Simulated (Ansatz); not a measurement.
Elastic constant C11 (GPa) of solids drawn from the class of elemental solids other than molecular ones, at two levels: PBE (plane waves, PAW; Ansatz, a program for electronic structure), and r²SCAN+rVV10 (Ansatz, PAW).

| solid | PBE | r²SCAN+rVV10 | shift (%) |
|---|---|---|---|
| diamond-structure Si | 153 | 169 | +10.5 |
| hcp Zr | 143 | 155 | +8.4 |
| hcp Ti | 176 | 190 | +8.0 |
| hcp Mg | 64.3 | 73.0 | +13.5 |
| hcp Hf | 180 | 195 | +8.3 |
| fcc Al | 105 | 133 | +27 |
| hcp Zn | 177 | 231 | +31 |
| body-centred tetragonal In | 48.7 | 60.1 | +23 |
| diamond | 1051 | 1114 | +6.0 |
| hcp Ru | 567 | 628 | +10.8 |

The shifts run from +6.0 % to +31 %, with a median of +10.6 %.

Of 10 rows, r²SCAN+rVV10 is the larger in 10 and the smaller in 0.

Ansatz's runs of these crystals have no spin polarisation. Meta-GGAs and exact exchange favour moments, which can bear on hcp Ti.

Spin–orbit coupling is left out, also for the solids with elements from indium on (hcp Hf, body-centred tetragonal In); its size isn't shown.

Each level is taken at its own relaxed cell. Ansatz's density-functional and Hartree–Fock values are scalar-relativistic unless marked +SOC, with PAW data made under PBE.
